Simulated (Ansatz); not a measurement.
```yaml
crystal:
  periodic: [false, false, false]
  atoms:
    - {symbol: F, position_ang: [-2.017596, -0.224461, -0.001978]}
    - {symbol: Al, position_ang: [-0.548003, 0.552518, 0.003411]}
    - {symbol: P, position_ang: [1.647173, -0.374862, -0.001977]}
    - {symbol: H, position_ang: [2.081399, 0.959879, 0.006727]}
basis:
  gaussian: {orbitals: def2-TZVP}
magnetization: {spin_polarized: true, initial_magnetization: 2}
hamiltonian: {xc: pbe0}
relax: {f_tol: 0.004, max_steps: 80}
```

```sh
$ ansatz run in.yaml --threads 1 --pin off --events-out ev --progress --plain --max-ram 2176MiB
```

Steps of the relaxation (energy above the last step; positions in Å, forces in eV/Å):

```
4
step 1, 73.7 meV
F    -2.018   -0.224   -0.002    0.264   -0.181   -0.001
Al   -0.548    0.553    0.003   -0.249    0.348    0.002
P     1.647   -0.375   -0.002   -0.233   -0.620   -0.004
H     2.081    0.960    0.007    0.218    0.454    0.003
```

```
4
step 2, 38.2 meV
F    -1.890   -0.351   -0.003    0.644    0.671    0.004
Al   -0.590    0.743    0.005   -0.613   -0.903   -0.006
P     1.533   -0.390   -0.002   -0.255    0.227    0.001
H     2.110    0.912    0.006    0.224    0.004    0.000
```

```
4
step 3, 4.1 meV
F    -1.929   -0.334   -0.003    0.296    0.196    0.001
Al   -0.610    0.695    0.004   -0.224   -0.230   -0.002
P     1.539   -0.363   -0.002   -0.141   -0.041    0.000
H     2.163    0.915    0.006    0.068    0.074    0.000
```

```
4
step 7, 0.0 meV
F    -1.906   -0.344   -0.003    0.000    0.000    0.000
Al   -0.621    0.705    0.004    0.000    0.000    0.000
P     1.515   -0.356   -0.002    0.000    0.000    0.000
H     2.175    0.908    0.006    0.000    0.000    0.000
```

Close pairs at the end: P3–H4 1.426 Å, F1–Al2 1.659 Å, Al2–P3 2.385 Å.

A stationary point of unrestricted PBE0 after 7 steps, with ⟨S²⟩ = 2.011 against 2.00 for a pure state; no frequencies were run, so it isn't proven a minimum. 37 s on 1 thread of Arm Neoverse V1, shared host.
